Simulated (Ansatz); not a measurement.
A made-up structure of CH$_{3}$MgS (charge -1), singlet:

| atom | x (Å) | y (Å) | z (Å) |
| --- | --- | --- | --- |
| C1 | -1.1658 | -0.2209 | -1.1649 |
| Mg2 | 0.2535 | 0.0906 | 0.2063 |
| S3 | 2.1099 | 1.1187 | 1.3219 |
| H4 | 1.1616 | -1.3227 | 0.5755 |
| H5 | -2.2178 | -0.0891 | -0.8723 |
| H6 | 2.1137 | 0.2131 | 2.3140 |

It is relaxed with PBE-D4/def2-SVPD and then PBE0-D4/def2-TZVPD (Ansatz 0.2.0). Atoms count as bonded within 1.22 times the sum of their covalent radii (H–H: 0.88 Å). The end point is not checked to be a true minimum.

Q: Does its bonding change? (A judgement: the text doesn't fix the answer.)

A: Computed: Yes. Formed: C1–H4; broken: Mg2–H4.

Where it ends: The first stage lowers the energy by 3.53 eV in 20 steps. It ends as CH₃MgS ([CH2][Mg][SH]), total charge -1:
C1  (-0.728, -0.633, -0.694)
Mg2  (0.615, 0.124, 0.576)
S3  (2.357, 1.538, 1.423)
H4  (-0.575, -1.654, -1.073)
H5  (-1.797, -0.505, -0.467)
H6  (2.383, 0.920, 2.616)
(Å)

Labels in which every atom is bracketed show which atoms are joined, not bond orders.

For scale, one of the runs: PBE0-D4/def2-TZVPD relaxation, 145 basis functions, launched by `ansatz run in.yaml --threads 2 --pin off --events-out ev --progress --plain --max-ram 4352MiB`. Hardware: 2 CPU threads of an Arm Neoverse V2, shared host. Wall time about 20 s.
